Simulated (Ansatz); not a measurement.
Cohesive energy (eV/atom) of 22 elemental metals, computed with PBE (Ansatz, an electronic-structure program, PAW) and with PBE0 (Ansatz, plane waves, PAW). The set holds measured phases with no doubt noted on the run or the magnetic state but for the caveats below. 23 more of the class have both values but aren't in it, for one of these reasons: built or high-temperature cells, doubts on the run or the magnetic state, unlike cells, values of zero, layered or molecular crystals. Solids without a value at one level (not run, failed, or a magnetic order lost), or held back for tests, aren't counted.

All rows, in order of the shift (worked out from unrounded values):

| solid | PBE | PBE0 | shift (eV/atom) |
|---|---|---|---|
| fcc Cu | 3.52 | 3.08 | -0.45 |
| fcc Pb | 2.95 | 2.74 | -0.21 |
| hcp Lu | 4.17 | 3.98 | -0.19 |
| bcc Ba | 1.88 | 1.73 | -0.15 |
| fcc Ag | 2.53 | 2.38 | -0.15 |
| fcc Au | 3.05 | 2.91 | -0.14 |
| fcc Ca | 1.91 | 1.79 | -0.12 |
| white tin (β-Sn) | 3.13 | 3.01 | -0.12 |
| fcc Sr | 1.61 | 1.54 | -0.07 |
| hcp Tl | 2.01 | 1.94 | -0.07 |
| bcc Li | 1.61 | 1.54 | -0.07 |
| bcc Na | 1.08 | 1.03 | -0.06 |
| bcc Cs | 0.71 | 0.66 | -0.05 |
| bcc K | 0.87 | 0.82 | -0.05 |
| bcc Rb | 0.77 | 0.72 | -0.05 |
| fcc Al | 3.43 | 3.40 | -0.04 |
| body-centred tetragonal In | 2.32 | 2.28 | -0.04 |
| hcp Be | 3.73 | 3.70 | -0.03 |
| α-phase Ga | 2.63 | 2.62 | -0.01 |
| hcp Mg | 1.50 | 1.51 | +0.01 |
| hcp Zn | 1.11 | 1.17 | +0.06 |
| hcp Cd | 0.75 | 0.87 | +0.12 |

The shift from PBE to PBE0 has a median of -0.06 eV/atom, and eight in ten lie between -0.19 eV/atom and +0.01 eV/atom; PBE0 is the larger in 3 of 22.

Ansatz's runs of these crystals have no spin polarisation.

Spin–orbit coupling is left out, also for the solids with elements from indium on (body-centred tetragonal In, bcc Ba, white tin (β-Sn), hcp Tl, bcc Cs, fcc Pb, hcp Lu, fcc Au); its size isn't shown.

Free atoms are spin-polarised, in the lowest state found; at levels without +SOC their spin–orbit coupling is left out. Each level is taken at its own relaxed cell. Caveats: the cell is over a tenth larger than the published one (another phase or state, or a fault of the published cell, is possible) (PBE: hcp Tl). Ansatz's density-functional and Hartree–Fock values are scalar-relativistic unless marked +SOC, with PAW data made under PBE.
